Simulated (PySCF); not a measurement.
Ligands exchanged one at a time, Al H-Cl. Isolated molecules, 0 K electronic values unless said otherwise. Strings in code marks are SMILES.

The dipole moment from two functionals at the same geometries (PBE0-D3(BJ)/def2-TZVP), both in PySCF: PBE-D3(BJ)/def2-TZVP and PBE0-D3(BJ)/def2-TZVP. 

```
species                             PBE-D3(BJ)/def2-TZVP (D)
----------------------------------  ------------------------
0 of 3 H replaced by Cl (`[AlH3]`)                      0.00
1 of 3 H replaced by Cl                                 1.12
2 of 3 H replaced by Cl                                 0.92
3 of 3 H replaced by Cl                                 0.00
```

Question: What does PBE0-D3(BJ)/def2-TZVP give for each?

Answer: 
- 0 of 3 H replaced by Cl (`[AlH3]`): 0.00
- 1 of 3 H replaced by Cl: 1.24
- 2 of 3 H replaced by Cl: 1.02
- 3 of 3 H replaced by Cl: 0.00
Over these rows, drawn at random from the members with no instability flagged (it was tested for open shells, ions and some series alone), PBE minus PBE0-D3(BJ): mean -0.05 D, from -0.11 D to 0.00 D.
